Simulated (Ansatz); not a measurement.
A made-up structure of C2H4B, doublet:

B1  (-0.060, 0.294, -0.212)
C2  (-1.254, -0.284, -0.733)
C3  (0.899, -0.098, 0.698)
H4  (-2.154, -0.641, -1.165)
H5  (0.089, 1.325, -0.701)
H6  (1.742, 0.539, 0.931)
H7  (0.841, -1.052, 1.207)
(Å)

It is relaxed with PBE-D4/def2-SVP and then PBE0-D4/def2-TZVP (Ansatz 0.2.0). Atoms count as bonded within 1.22 times the sum of their covalent radii (H–H: 0.88 Å). The end point is not checked to be a true minimum.

(1) Does its bonding change? (A judgement: the text doesn't fix the answer.)

## Answers

(1) The calculation gives: Yes. Formed: C2–H5; broken: B1–H5.

Where it ends: The first stage lowers the energy by 2.77 eV in 18 steps. It ends as C₂H₄B ([CH2][B][CH2]):
```xyz
7
angstrom
B 0.0148 0.0119 0.0035
C -1.0297 0.2523 -0.9371
C 1.0593 -0.2285 0.9443
H -1.9379 -0.3408 -0.9615
H -0.9731 1.0414 -1.6795
H 1.7528 0.5465 1.2532
H 1.2172 -1.1993 1.4022
```

Labels in which every atom is bracketed show which atoms are joined, not bond orders.

For scale, one of the runs: PBE0-D4/def2-TZVP relaxation, 117 basis functions, launched by `ansatz run in.yaml --threads 2 --pin off --events-out ev --progress --plain --max-ram 4352MiB`. Hardware: 2 CPU threads of an Arm Neoverse V2, shared host. Wall time about 15 s.
